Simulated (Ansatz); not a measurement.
# BClHS: the cost of one run

Program: Ansatz 0.2.0. Level of theory: UKS PBE0-D4/def2-TZVP. These are calculated values, not measurements.

### Step 1. Starting geometry

SMILES `S[B]Cl`, 4 atoms, charge 0, spin multiplicity 2.

Atoms are counted from 1 here; the program's logs count them from 0.

Bond lengths: S1–B2 1.784 Å, S1–H4 1.364 Å, B2–Cl3 1.740 Å. Angles: B2–S1–H4 96.0°, S1–B2–Cl3 123.9°.

Geometry (Å):

```xyz
4

S     0.5650   -0.7966    0.5366
B    -0.2986    0.4864   -0.3535
Cl   -2.0326    0.6169   -0.4276
H     1.8216   -0.3670    0.2242
```

### Step 3. The grid

The axes are (1) bond length S1–B2: 15 values from 1.519 to 2.473 Å; (2) dihedral H4–S1–B2–Cl3: 15 values from −180 to 156 °, periodic.

Nothing else is relaxed (all other coordinates rigid). Energies count from the relaxed molecule at the same level. Points are written as (first, second).

(The set-up runs are not shown.)

### Step 4. Point (1.791 Å, −180°)

Contents of input.yaml:

```yaml
crystal:
  periodic: [false, false, false]
  atoms:
    - { symbol: S, position_ang: [0.566401, -0.789094, 0.531378] }
    - { symbol: B, position_ang: [-0.31183, 0.493531, -0.358151] }
    - { symbol: Cl, position_ang: [-2.026353, 0.633611, -0.440033] }
    - { symbol: H, position_ang: [1.802866, -0.362946, 0.22142] }
magnetization:
  spin_polarized: true
  initial_magnetization: 1
basis:
  gaussian: { orbitals: def2-TZVP }
hamiltonian:
  xc: pbe0
  dispersion: d4
output:
  forces: true
```

On the command line:

```console
$ ansatz run input.yaml --threads 1 --pin off --max-ram 2560MiB --backend cpu --events-out ev --progress --plain --runs-dir out
```

Q: Estimate wall time and peak memory on 1 thread of Arm Neoverse V2, shared host.

About 4.1 s, with a peak of 0.21 GiB.
